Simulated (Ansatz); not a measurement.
Start from `CNCSC` and change one element to get `CNCOC`.

Ansatz, PBE0-D4/def2-TZVP geometries, multiplicity 1. Each molecule was computed in one conformer, which needn't be the lowest.

```
                                        property  `CNCSC`
           LUMO energy (ωB97M-V/def2-TZVPP) / eV     2.44
               LUMO energy (PBE/def2-TZVPP) / eV    -0.22
           HOMO–LUMO gap (B3LYP/def2-TZVPP) / eV     6.35
size of the dipole moment (B3LYP/def2-TZVPP) / D     0.76
            HOMO–LUMO gap (PBE0/def2-TZVPP) / eV     6.86
               HOMO energy (PBE/def2-TZVPP) / eV    -4.89
```

(1) What does the change do to each property? (An estimate is asked.)

## Answers

(1) The calculation gave: 
```csv
property,`CNCOC`,shift
LUMO energy (ωB97M-V/def2-TZVPP) / eV,2.49,0.05
LUMO energy (PBE/def2-TZVPP) / eV,0.23,0.45
HOMO–LUMO gap (B3LYP/def2-TZVPP) / eV,7.24,0.89
size of the dipole moment (B3LYP/def2-TZVPP) / D,1.41,0.65
HOMO–LUMO gap (PBE0/def2-TZVPP) / eV,7.80,0.94
HOMO energy (PBE/def2-TZVPP) / eV,-5.31,-0.42
```

With PBE0 the HOMO falls by 0.61 eV and the LUMO rises by 0.33 eV, so the gap widens by about 0.94 eV. PBE moves the HOMO by -0.42 eV and ωB97M-V by -0.75 eV. Dipoles are sizes alone; their direction can turn.

B3LYP here is the variant with VWN-RPA as its local correlation; programs differ in this.
